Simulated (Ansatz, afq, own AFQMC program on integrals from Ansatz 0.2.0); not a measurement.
AFQMC on a folder of integrals that Ansatz 0.2.0 wrote.

```yaml
crystal:
  periodic: [false, false, false]
  atoms:
    - {symbol: W, position_ang: [0.000000, -0.065512, -0.246664]}
    - {symbol: N, position_ang: [0.000000, 0.477417, -1.911902]}
    - {symbol: Cl, position_ang: [0.000000, 0.151094, 2.034417]}
basis:
  gaussian: {orbitals: def2-SVP}
magnetization: {spin_polarized: true, initial_magnetization: 6}
correlation: {method: ccsd_t, electrons: outside_noble_gas, hamiltonian_folder: ham}
```

```sh
$ ansatz run in.yaml --threads 1 --pin off --events-out ev --progress --plain --max-ram 16896MiB --backend cuda --devices 0, --max-vram 18GiB
```

Options of the walk:

```
--method phaseless --trial cisd --walkers 4000 --populations 20 --least-time 60 --time-step 0.005 --steps-per-block 50 --equilibration-blocks 40 --max-blocks 4000 --target-error 0.00026 --factor-cut 1e-05 --start spin_pure --seed 7611 --release-times 0.24,0.6,1.2,1.8,2.6 --release-step 0.04 --release-every 4 --taylor-order 6
```

Times are imaginary, in 1/Eh. The walk had a cap of 280 s. With eight or more populations the least sampling time is a fifth of least-time, and the error comes from their spread. Core potentials past Kr, no spin–orbit coupling.

Output of the walk:

```
orbitals 54  electrons 12 6  factors 448 of 615
reference energy -580.03131754 Eh
CCSD correlation -0.35204290 Eh in 22 cycles, weight of the determinant in the CISD state 0.8317
energy of the start -580.383132 Eh
 block  time / (1/Eh)  mean weight  energy / Eh
     1     0.250  0.9997  -580.376025
     2     0.500  1.0000  -580.380138
     3     0.750  0.9998  -580.383911
     4     1.000  0.9998  -580.386417
     5     1.250  0.9997  -580.389087
    10     2.500  1.0001  -580.394402
    25     6.250  1.0001  -580.396648
    40    10.000  1.0001  -580.397928
    55    13.750  1.0002  -580.397695
    70    17.500  1.0002  -580.396700
    73    18.250  1.0002  -580.395464
    85    21.250  0.9999  -580.398217
   100    25.000  0.9995  -580.397616
   106    26.500  0.9998  -580.400084
   115    28.750  1.0005  -580.397811
   130    32.500  0.9998  -580.397266
   139    34.750  1.0000  -580.400067
error from the spread of 20 populations
released: time / (1/Eh)  energy / Eh  error  mean overlap
  0.24  -580.398537  0.000232  0.9965
  0.60  -580.399209  0.000223  0.9916
  1.20  -580.399750  0.000244  0.9873
  1.80  -580.399356  0.000365  0.9892
  2.60  -580.399450  0.000636  0.9959
energy -580.397681 +/- 0.000249 Eh
(rows thinned)
```

The run passed its tests (sampling time, drift between the halves within three errors, error under three times the target), which doesn't prove that it has relaxed.

Against this walk (error 6.8 meV) on the same determinant: CCSD(T) 63.4 meV higher, CCSDT(Q) 145.7 meV lower. The error is statistical and leaves out the bias of the constraint. None of these is a sure reference here. Released to 1.80 1/Eh the energy lies 46 ± 12 meV (both errors) below the phaseless value, which shows part or all of the bias of the constraint, and CCSDT(Q) lies 100.1 meV below the released value.

Cautions: constraint bias not in the error; no spin-orbit coupling; outer-core shells of the metal frozen; another spin lies lower; released walk and highest rung disagree (by 100 meV at 1.80 1/Eh, later times being noisier).

The walk took 3.7 min on 1 × NVIDIA H100 80GB HBM3 with 2 threads of AMD EPYC 7R13 Processor (Zen 3) (shared host) (the card was shared). The log's last line is the phaseless energy.

CCSDT and higher add their correlation energy to the determinant of the CCSD(T) run, since their own runs factorise the integrals more tightly (a shift of under 2 meV). A walk keeps the symmetry of its determinant, which the program's search chose and which needn't be the lowest solution, so a lower state of the same spin and another symmetry isn't excluded.
